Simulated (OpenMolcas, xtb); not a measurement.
## How methods differ on SiHF (SMILES F[SiH])

SiHF: 3 atoms, total charge 0, spin state singlet. As SMILES, `F[SiH]`. The shape is that of a PBE0-D4/def2-TZVP optimisation.

| atom | x (Å) | y (Å) | z (Å) |
| --- | --- | --- | --- |
| F | -1.0902 | 0.0244 | -0.6023 |
| Si | 0.1868 | 0.6294 | 0.1738 |
| H | 0.8924 | -0.7186 | 0.4153 |

Quantity: the HOMO–LUMO gap, in eV. The values are calculated.

| level | kind | program | value (eV) | CPU time |
| --- | --- | --- | --- | --- |
| GFN0-xTB | semi-empirical | xtb | 1.59 | under 2 s |
| HF/def2-TZVPPD | Hartree–Fock | OpenMolcas | 10.03 | 23 s |
| SVWN5/def2-TZVPPD | LDA | OpenMolcas | 2.17 | 29 s |
| PBE/def2-TZVPPD | GGA | OpenMolcas | 2.31 | 35 s |
| M06-L/def2-TZVPPD | meta-GGA | OpenMolcas | 2.82 | 43 s |
| r2SCAN/def2-TZVPPD | meta-GGA | OpenMolcas | 2.67 | 41 s |
| PBE0/def2-TZVPPD | global hybrid | OpenMolcas | 4.31 | 36 s |
| B2PLYP/def2-TZVPPD | double hybrid | OpenMolcas | 6.50 | 30 s |

The values span 1.59 to 10.03 eV. Orbital gaps aren't excitation energies, and those of double hybrids come from the SCF part alone; they tend to grow with the share of exact exchange. CPU times are rough (shared hosts, several kinds of processor): they show what a rung costs within a factor of a few.
